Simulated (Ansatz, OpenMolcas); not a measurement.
## How methods differ on SiS (SMILES [Si-]#[S+])

The species is SiS (2 atoms), meant as a singlet with charge 0. As SMILES, `[Si-]#[S+]`. Geometry: the measured bond length.

```xyz
2

Si    0.0000    0.0000    0.0000
S     0.0000    0.0000    1.9293
```

Quantity: the electronic atomisation energy, in eV. The values are calculated. Electronic energies at fixed atoms, without zero-point motion or spin-orbit coupling.

```
                                  level                    kind     program  value (eV)  less CCSD(T)/cc-pVTZ  CPU time (all runs)
                             HF/cc-pVTZ            Hartree–Fock  OpenMolcas        3.83                 -2.12                6.6 s
                           BLYP/cc-pVTZ                     GGA      Ansatz        6.20                 +0.25                5.5 s
                         M06-2X/cc-pVTZ         hybrid meta-GGA  OpenMolcas        6.37                 +0.42                 26 s
                        wB97M-V/cc-pVTZ  range-separated hybrid      Ansatz        6.40                 +0.45                 29 s
                       PBE-QIDH/cc-pVTZ           double hybrid      Ansatz        6.10                 +0.15                5.4 s
                        RPA@PBE/cc-pVTZ                     RPA      Ansatz        5.60                 -0.35                7.7 s
                            MP2/cc-pVTZ     perturbation theory      Ansatz        6.19                 +0.24                1.6 s
CCSD(T)/cc-pVTZ, open shells restricted   coupled cluster or CI  OpenMolcas        5.95                  0.00                 12 s
                           CCSD/cc-pVTZ   coupled cluster or CI      Ansatz        5.66                 -0.29                2.8 s
                             FCI/STO-3G      exact in the basis      Ansatz        6.51                 +0.56               0.41 s
```

CCSD(T)/cc-pVTZ, open shells restricted is the highest level here, not the true value. The values span 3.83 to 6.51 eV. High-level rows in very small sets aren't better than simpler rows in larger ones. CPU times are rough (shared hosts, several kinds of processor): they show what a rung costs within a factor of a few.
